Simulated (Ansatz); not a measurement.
Computed with Ansatz on PBE0-D4/def2-TZVP structures; ΔE is electronic, products minus reactants. CCSD(T)/CBS is the MP2 limit (def2-TZVPP, def2-QZVPP) plus CCSD(T) − MP2 in def2-TZVPP, frozen cores. This one scheme is used for every species. DFT in def2-TZVPP. Each species was taken in one conformer, which may not be the lowest.

Reaction (substitution at a C–C bond): `CC(F)(F)CF` + H–F → `FCC(F)(F)F` + CH₄

CCSD(T)/CBS gives +4.0 kcal/mol.

Problem. Another level gave -2.7 kcal/mol. Which?
A. CCSD/def2-TZVPP
B. B97M-V/def2-TZVPP
C. CAM-B3LYP-D4/def2-TZVPP
D. HF/def2-TZVPP

Solution. D. HF/def2-TZVPP -2.7, CAM-B3LYP-D4 0.1, B97M-V -1.6, CCSD/def2-TZVPP 1.9 kcal/mol.

Largest T1 diagnostic among the species: 0.011.

From r2SCAN to r2SCAN0 (25 % exact exchange), in def2-TZVPP and without D4, ΔE moves by +0.7 kcal/mol. The D4 term adds +1.4 kcal/mol with B3LYP and +0.8 kcal/mol with PBE0; it sums over pairs of atoms, weighted by their polarisabilities, and B3LYP, whose exchange is more repulsive, gets the larger term. Leaving LDA and LC-ωPBE aside and taking each functional with its dispersion term where it has one, the values, not all of them listed here, spread over 3.1 kcal/mol, from B97M-V to PBE-QIDH.

B3LYP here is the variant with VWN-RPA as its local correlation; programs differ in this.
